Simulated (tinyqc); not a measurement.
Worked calculation: geometry optimisation on the UHF/sto-3g surface (energies and gradients from PySCF), for BH, spin multiplicity 3. Computed by tinyqc, a small Python program that keeps every step (integrals from PySCF). Settings: charge = 0, multiplicity = 3, basis = sto-3g, optimiser = bfgs, first Hessian = 1.0, largest step = 0.1, iteration cap = 30. Command: `OMP_NUM_THREADS=1 python tinyqc.py 24605 24606 out.jsonl` (the two numbers bound the seeds that draw the settings). One thread of a shared host (Intel(R) Xeon(R) Processor @ 2.60GHz), about 0.3 s of CPU time with the checks.

## Step 1: energy and gradient

positions at the start (bohr), order 1B, 2H:
```
[[0.0000, 0.0000, 0.0000],
 [0.0000, 0.0000, 2.2507]]
```

Self-consistent energy and analytic gradient at these positions.

energy = -24.750654 hartree

gradient (hartree/bohr), order 1B, 2H:
```
[[0.000000, 0.000000, -0.022956],
 [0.000000, 0.000000, 0.022956]]
```

## Step 1: move

Quasi-Newton step p = -H^(-1) g (first H = 1 times the unit matrix); steps longer than 0.1 bohr are cut back.

positions after step 1 (bohr), order 1B, 2H:
```
[[0.0000, 0.0000, 0.0230],
 [0.0000, 0.0000, 2.2277]]
```

## Step 2: energy and gradient

As before.

energy = -24.751366 hartree

gradient (hartree/bohr), order 1B, 2H:
```
[[0.000000, 0.000000, -0.007786],
 [0.000000, 0.000000, 0.007786]]
```

## Step 2: move

inverse Hessian in use (bohr^2/hartree):
```
[[1.0000, 0.0000, 0.0000, 0.0000, 0.0000, 0.0000],
 [0.0000, 1.0000, 0.0000, 0.0000, 0.0000, 0.0000],
 [0.0000, 0.0000, 1.2566, 0.0000, 0.0000, -0.2566],
 [0.0000, 0.0000, 0.0000, 1.0000, 0.0000, 0.0000],
 [0.0000, 0.0000, 0.0000, 0.0000, 1.0000, 0.0000],
 [0.0000, 0.0000, -0.2566, 0.0000, 0.0000, 1.2566]]
```

Quasi-Newton step p = -H^(-1) g (the inverse Hessian comes from BFGS updates; coordinates in the order x, y, z of each atom); steps longer than 0.1 bohr are cut back.

positions after step 2 (bohr), order 1B, 2H:
```
[[0.0000, 0.0000, 0.0347],
 [0.0000, 0.0000, 2.2159]]
```

## Convergence

Stop when the largest gradient component is below 3e-5 hartree/bohr. The inverse Hessian follows the BFGS update with s = step, y = change of gradient.

Course of the optimisation:
```
step  E (hartree)  largest gradient (hartree/bohr)
1      -24.750654                         2.30e-02
2      -24.751366                         7.79e-03
3      -24.751451                         6.50e-04
4      -24.751452                         1.65e-05
```

Final distances (angstrom):
```
pair   distance
2H-1B    1.1552
```

Converged in 4 steps.
